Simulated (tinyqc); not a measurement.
Inside a calculation. Method: extended Hueckel theory, for LiF. One step of it, computed by the program tinyqc.

Question. Mulliken analysis. P = C n C^T; charge = valence electrons (F 7, Li 1) minus the sum of (P S)_ii on the atom; overlap population = 2 sum P_ij S_ij between two atoms.

coefficients:
```
              MO1        MO2        MO3       MO4        MO5        MO6        MO7        MO8
1Li 2s   0.046559  -0.021054   0.000000  0.000000   0.873147   0.000000   0.000000   0.559545
1Li 2px  0.000000   0.000000   0.025857  0.012213   0.000000  -0.659948   0.758014   0.000000
1Li 2py  0.000000   0.000000  -0.012213  0.025857   0.000000   0.758014   0.659948   0.000000
1Li 2pz  0.050385  -0.016100   0.000000  0.000000  -0.488128   0.000000   0.000000   0.971675
2F 2s    0.968327   0.014077   0.000000  0.000000  -0.041897   0.000000   0.000000  -0.553287
2F 2px   0.000000   0.000000   0.901155  0.425645   0.000000   0.087309  -0.100283   0.000000
2F 2py   0.000000   0.000000  -0.425645  0.901155   0.000000  -0.100283  -0.087309   0.000000
2F 2pz   0.006417   0.996693   0.000000  0.000000   0.026736   0.000000   0.000000   0.153031
```

occupations: 2.000000  2.000000  2.000000  2.000000  0.000000  0.000000  0.000000  0.000000

overlap S, lower triangle:
```
            1Li 2s   1Li 2px   1Li 2py    1Li 2pz     2F 2s    2F 2px    2F 2py    2F 2pz
1Li 2s    1.000000
1Li 2px   0.000000  1.000000
1Li 2py   0.000000  0.000000  1.000000
1Li 2pz   0.000000  0.000000  0.000000   1.000000
2F 2s     0.238174  0.000000  0.000000   0.371221  1.000000
2F 2px    0.000000  0.103998  0.000000   0.000000  0.000000  1.000000
2F 2py    0.000000  0.000000  0.103998   0.000000  0.000000  0.000000  1.000000
2F 2pz   -0.071421  0.000000  0.000000  -0.093940  0.000000  0.000000  0.000000  1.000000
```

Give: charges; Overlap populations.

Answer.

charges: 1Li 0.9108, 2F -0.9108

Overlap populations:
```
pair     value
2-1   0.150309
```
